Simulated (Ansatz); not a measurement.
Na2H2⁺, that is (NaH)2 ring with one electron fewer, relaxed as a doublet with UKS PBE0-D4/def2-TZVP in Ansatz, starting from the PBE0-D4/def2-TZVP geometry of the neutral singlet. Force threshold 0.02 eV/Å.

Start:

```xyz
4

Na   -1.2749    0.4075   -0.4197
H    -0.4526    0.1213    1.4918
Na    1.2748   -0.4081    0.4196
H     0.4527   -0.1207   -1.4917
```

Problem. Estimate the energy that the relaxation releases and the steps that it takes.

Solution. 22.2 kcal/mol, in 8 steps; 18 s on 4 threads of Intel Xeon on a shared host. No frequencies were taken in this run, so the end may be a saddle point.

Problem. Does the start keep its bonding and symmetry?

Solution. By distances, no bond broke or formed, bridged metal pairs apart. The bond that changes most is H2–Na3, from 2.10 to 2.09 Å (atoms count from 1). A close non-bonded pair moves further: H2–H4, from 3.13 to 1.31 Å. Metal–metal contacts that move far: Na1–Na3 2.81 to 3.98 Å.

Problem. Predict the relaxed structure.

Solution. 
```tsv
atom	x (Å)	y (Å)	z (Å)
Na1	-1.8070	0.5780	-0.5950
H2	-0.1899	0.0507	0.6262
Na3	1.8070	-0.5779	0.5950
H4	0.1899	-0.0508	-0.6262
```
Bond lengths (bridged metal pairs left out): 4 × H–Na 2.09 Å.
